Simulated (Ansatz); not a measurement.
Ansatz (an electronic-structure program) input (B3LYP/3-21G): The .json file is the Basis Set Exchange's 3-21G.

Ansatz 0.2 input:
```yaml
crystal:
  periodic: [false, false, false]
  atoms:
    - {symbol: C, position_ang: [-0.00000000, -0.00000000, -0.00000000]}
    - {symbol: H, position_ang: [0.00360111, 1.07859343, -0.02702022]}
    - {symbol: H, position_ang: [0.93257816, -0.54247981, 0.01097634]}
    - {symbol: H, position_ang: [-0.93617928, -0.53611362, 0.01604388]}
basis:
  gaussian:
    orbitals: 3-21G.json
hamiltonian:
  xc: {name: B3LYP}
magnetization: {spin_polarized: true, initial_magnetization: 1}
output: {forces: true}
```

Output:

```
Functional definition: B3LYP
integrals: 0.00 GiB planned
188 factors; integrals over basis functions are off by at most 1.2e-3 eV
mean field: 0.05 GiB planned
mean field evaluation 1: about -1076.7064 eV, gradient 1.8e1 eV
mean field evaluation 2: about -1076.9463 eV, gradient 1.6e1 eV
mean field evaluation 4: about -1078.1953 eV, gradient 3.6e-1 eV
mean field evaluation 8: about -1078.1758 eV, gradient 7.6e-3 eV
mean field -1078.17579222 eV, -39.6222295502 hartree, gradient 8.8e-5 eV, S^2 0.753445; 0 other end points of the search recorded, 0 dependent functions left out
the calculation of the forces begins
reference -1078.17591868 eV, -39.6222341974 hartree; 5, 4 occupied and 10, 11 virtual orbitals, 188 factors
Total energy: -1078.17591868 eV, -39.6222341974 hartree
Atom 0 at    -0.000000    -0.000000    -0.000000 Å, force     0.000000     0.000040    -0.000001 eV/Å
Atom 1 at     0.003601     1.078593    -0.027020 Å, force     0.000365     0.109230    -0.002736 eV/Å
Atom 2 at     0.932578    -0.542480     0.010976 Å, force     0.094450    -0.054958     0.001112 eV/Å
Atom 3 at    -0.936179    -0.536114     0.016044 Å, force    -0.094815    -0.054313     0.001625 eV/Å
Dipole moment:    -0.000000    -0.000002     0.000000 e Å
```
